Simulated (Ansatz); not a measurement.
Relaxation of BH3O (5 atoms, charge 0, multiplicity 1), to a largest force component of 0.02 eV/Å in at most 40 steps.

Method: RKS PBE0-D4/def2-TZVP in Ansatz.

```xyz
5
Properties=species:S:1:pos:R:3
B 0.000 0.000 0.000
H 0.000 0.000 1.190
O 1.221 0.000 -0.705
H 1.521 -0.952 -0.860
H -1.030 0.000 -0.595
```

**Question.** Where does it end, and by what steps?

**Answer.** The forces met the threshold. After 8 steps the energy has fallen by 0.796 eV; H4 moved furthest, 0.52 Å.

```tsv
step	energy less start (eV)	largest force component (eV/Å)	accepted
0	0.0000	2.256	yes
1	-0.0773	1.252	yes
2	-0.1348	0.679	yes
3	-0.4104	1.285	yes
4	-0.6853	1.145	yes
5	-0.4796	2.751	no
6	-0.7854	0.356	yes
7	-0.7853	0.434	no
8	-0.7955	0.010	yes
```

```xyz
5
Properties=species:S:1:pos:R:3
B -0.044 -0.068 -0.077
H 0.136 -0.147 1.109
O 0.946 -0.369 -0.941
H 1.761 -0.642 -0.511
H -1.087 0.274 -0.550
```

Whether the end is a true minimum wasn't checked by a vibrational analysis.

The run took 11 s on 1 thread of Arm Neoverse V1, on a shared host, peak memory 0.1 GiB.
